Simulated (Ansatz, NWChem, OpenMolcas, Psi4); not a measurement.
**Worked example: SiH(CH3) + H2S2 → SiH(SH) + CH4S**

Gas-phase species: SiH(CH3), singlet; H2S2 `SS`, singlet; SiH(SH), singlet; CH4S (methanethiol) `CS`, singlet. The partners trade CH3 for SH: Si–CH3 and S–SH bonds give way to Si–SH and S–CH3.

Shapes, held fixed at every level: PBE0-D4/def2-TZVP. Flexible molecules stand in one conformer, not always the lowest. Programs: Ansatz 0.2.0, NWChem 7.3.0, OpenMolcas 26.06. A level may come from different programs for different species; with the same settings they agree closely. Electronic energies: no zero-point or thermal term.

At B3LYP/6-31G* (Cartesian functions); 1 Eh = 2625.50 kJ/mol:

| species | energy (Eh) |
| --- | --- |
| SiH(CH3) | -329.941578 |
| H2S2 | -797.570837 |
| SiH(SH) | -688.864994 |
| CH4S | -438.697961 |

Question: Work out ΔE of the reaction at this level.

Answer: 
1. Products less reactants: (-688.864994) + (-438.697961) − [(-329.941578) + (-797.570837)] = -0.050540 Eh = -132.7 kJ/mol.

Other levels give -139.0 (r2SCAN/STO-3G) to -104.3 kJ/mol (CCSD/STO-3G). No measured value is set beside it here. T1 is large for SiH(SH) (0.022), so single-reference values are less sure there.
